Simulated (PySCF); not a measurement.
# C2H2F2O2: the cost of one run

The runs use PySCF 2.14.0, with density-fitted response routines of our own; the level of theory stands in each step. All values are computed, except where a source is named. Atoms count from 0, in the outputs and in this text.

**1. The starting structure**

8 atoms, charge 0, multiplicity 1; geometry from: MMFF94s. The atoms were then displaced at random by about 0.03 Å, so the start is not that level's minimum.

Bonds of the start (Å): O0–C1 1.19, C1–O2 1.32, C1–C3 1.40, C3–F4 1.41, C3–F5 1.38, O2–H6 1.06, C3–H7 1.11.

**2. Geometry optimisation at PBE0-D3(BJ)/def2-SVP**

What the job is given:

```
{"job": {"xc": "PBE0", "basis": "def2-SVP", "d3": "d3bj", "grid": 1, "shake": 0.03, "kind": "geom"}, "charge": 0, "multiplicity": 1}
O      0.991230     1.369000    -0.299900
C      0.495490     0.306440    -0.085210
O      1.336220    -0.702180     0.041000
C     -0.840790    -0.108710    -0.002810
F     -1.780960     0.881180     0.340070
F     -1.155160    -1.095700     0.911650
H      2.304300    -0.271100    -0.000920
H     -1.212080    -0.464600    -0.987590
```

The run is started by

```sh
> OMP_NUM_THREADS=1 python probes_run.py task.json out
```

The driver reads the jobs from task.json and runs them one after another.

**Question.** How long does this first job take on 1 thread of Arm Neoverse V1, shared host, and how much memory does it need?

About 18 s, with a peak of 0.42 GiB.
